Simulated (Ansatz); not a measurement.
Geometry optimisation, Ansatz 0.2.0, UKS PBE0/def2-SVP.

Input:

```yaml
crystal:
  periodic: [false, false, false]
  atoms:
    - { symbol: Si, position_ang: [-0.006727, -0.012188, -0.074319] }
    - { symbol: H, position_ang: [-0.015772, -0.027564, 1.400386] }
    - { symbol: H, position_ang: [1.39957, -0.026034, -0.560462] }
    - { symbol: H, position_ang: [-0.721815, 1.198712, -0.560707] }
    - { symbol: Cl, position_ang: [-0.979636, -1.697508, -0.757187] }
    - { symbol: F, position_ang: [0.01028, 0.017882, 3.51059] }
magnetization:
  spin_polarized: true
  initial_magnetization: 1
basis:
  gaussian: { orbitals: def2-SVP }
hamiltonian:
  xc: pbe0
relax:
  f_tol: 0.03
  max_steps: 50
```

Command:

```bash
$ ansatz run input.yaml --threads 1 --pin off --max-ram 2048MiB --backend cpu --events-out ev --progress --plain --runs-dir out
```

Q: Where does it end, and by what steps?

A: The forces met the threshold. The force dipped under the threshold on the way, but the program's further checks kept it going. After 31 steps the energy has fallen by 1.811 eV; H2 moved furthest, 1.51 Å. Parted: Si1–H2 (1.47 → 3.09 Å). Joined: H2–F6 (2.11 → 0.92 Å).

| step | energy less start (eV) | largest force component (eV/Å) | accepted |
| --- | --- | --- | --- |
| 0 | 0.0000 | 0.710 | yes |
| 2 | -0.0953 | 0.613 | yes |
| 4 | -0.6297 | 2.094 | yes |
| 6 | -1.5070 | 3.718 | yes |
| 8 | -1.6797 | 0.254 | yes |
| 10 | -1.6955 | 0.219 | yes |
| 12 | -1.7171 | 0.079 | yes |
| 14 | -1.7272 | 0.168 | yes |
| 16 | -1.7535 | 0.228 | yes |
| 18 | -1.7632 | 0.675 | yes |
| 20 | -1.7856 | 0.740 | yes |
| 22 | -1.8012 | 0.086 | yes |
| 24 | -1.7890 | 1.135 | no |
| 26 | -1.8074 | 0.254 | yes |
| 28 | -1.8102 | 0.144 | yes |
| 30 | -1.8105 | 0.033 | yes |
| 31 | -1.8106 | 0.001 | yes |

```xyz
6
Properties=species:S:1:pos:R:3
Si -0.216 -0.374 -0.154
H -0.031 -0.053 2.909
H 1.273 -0.269 -0.190
H -0.869 0.967 -0.190
Cl -0.830 -1.439 -1.831
F 0.359 0.622 2.415
```

Whether the end is a true minimum wasn't checked by a vibrational analysis.

The run took 110 s on 1 thread of Arm Neoverse V1 (shared host), peak memory 0.17 GiB.
